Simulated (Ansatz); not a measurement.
Geometry optimisation, Ansatz, UKS PBE0-D4/STO-3G.

Input file:

```yaml
crystal:
  periodic: [false, false, false]
  atoms:
    - { symbol: "N", position_ang: [-0.60311, -0.91785, 0.00121] }
    - { symbol: C, position_ang: [0.45375, -0.18985, 0.17738] }
    - { symbol: Na, position_ang: [-1.12808, 2.34652, 0.12511] }
    - { symbol: H, position_ang: [-0.65583, -1.29845, -0.94402] }
    - { symbol: H, position_ang: [1.26926, -0.08247, -0.54453] }
    - { symbol: H, position_ang: [-0.96559, -0.82913, 0.97195] }
magnetization:
  spin_polarized: true
  initial_magnetization: 1
basis:
  gaussian: { orbitals: STO-3G }
hamiltonian:
  xc: pbe0
  dispersion: d4
relax:
  f_tol: 0.02
  max_steps: 50
```

Launched with:

```bash
$ ansatz run input.yaml --threads 1 --pin off --max-ram 2048MiB --backend cpu --events-out ev --progress --plain --runs-dir out
```

**Question.** Where does it end, and by what steps?

**Answer.** The forces met the threshold. Limits of this set-up: minimal basis. After 11 steps the energy has fallen by 5.351 eV; H4 moved furthest, 0.92 Å. The start is strongly strained (largest force component 9 eV/Å).

```json
{"step": "0", "energy less start (eV)": "0.0000", "largest force component (eV/Å)": "8.634", "accepted": "yes"}
{"step": "1", "energy less start (eV)": "-2.2635", "largest force component (eV/Å)": "5.492", "accepted": "yes"}
{"step": "2", "energy less start (eV)": "-3.3391", "largest force component (eV/Å)": "3.993", "accepted": "yes"}
{"step": "3", "energy less start (eV)": "-4.4413", "largest force component (eV/Å)": "2.773", "accepted": "yes"}
{"step": "4", "energy less start (eV)": "-4.9213", "largest force component (eV/Å)": "2.570", "accepted": "yes"}
{"step": "5", "energy less start (eV)": "-5.2362", "largest force component (eV/Å)": "1.273", "accepted": "yes"}
{"step": "6", "energy less start (eV)": "-5.3070", "largest force component (eV/Å)": "0.457", "accepted": "yes"}
{"step": "7", "energy less start (eV)": "-5.3100", "largest force component (eV/Å)": "0.694", "accepted": "yes"}
{"step": "8", "energy less start (eV)": "-5.3352", "largest force component (eV/Å)": "0.479", "accepted": "yes"}
{"step": "9", "energy less start (eV)": "-5.3505", "largest force component (eV/Å)": "0.134", "accepted": "yes"}
{"step": "10", "energy less start (eV)": "-5.3510", "largest force component (eV/Å)": "0.025", "accepted": "yes"}
{"step": "11", "energy less start (eV)": "-5.3510", "largest force component (eV/Å)": "0.004", "accepted": "yes"}
```

```xyz
6
Properties=species:S:1:pos:R:3
N -0.748 -0.845 -0.249
C 0.170 0.309 -0.047
Na -0.535 2.183 0.495
H -0.203 -1.754 -0.284
H 1.010 0.109 -0.756
H -1.323 -0.972 0.629
```

Run time: 22 s on 1 thread of Intel(R) Xeon(R) Platinum 8259CL CPU @ 2.50GHz (Skylake/Cascade Lake), with other jobs on the host, peak memory 0.15 GiB.
